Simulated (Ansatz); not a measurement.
A made-up structure of Al2H3S, doublet:

```xyz
6
angstrom
Al -2.0421 -0.6756 -1.1664
Al 0.2347 0.4994 -0.0371
S 1.5572 -0.8529 1.5388
H -3.0984 -1.3697 -1.8115
H 0.7943 2.1625 -0.3343
H 2.5543 0.2363 1.8105
```

It is relaxed with PBE-D4/def2-SVP and then PBE0-D4/def2-TZVP (Ansatz 0.2.0). Atoms count as bonded within 1.22 times the sum of their covalent radii (H–H: 0.88 Å). The end point is not checked to be a true minimum.

Does its bonding change? (Judge from chemistry; the calculation decides.)

The calculation gives: No: no bond forms or breaks.

Where it ends: The first stage lowers the energy by 1.36 eV in 8 steps. It ends as Al₂H₃S ([AlH][AlH][SH]):
```
6
angstrom
Al -2.1121 -0.4383 -0.6494
Al 0.2151 0.4405 -0.0390
S 1.3872 -0.7577 1.3834
H -2.5642 -1.3379 -1.8957
H 0.7458 1.9068 -0.3519
H 2.3282 0.1866 1.5526
```

Labels in which every atom is bracketed show which atoms are joined, not bond orders.

For scale, one of the runs: PBE0-D4/def2-TZVP relaxation, 129 basis functions, launched by `ansatz run in.yaml --threads 2 --pin off --events-out ev --progress --plain --max-ram 4352MiB`. The run took about 45 s on 2 CPU threads of an Intel Xeon Platinum 8259CL (shared host).
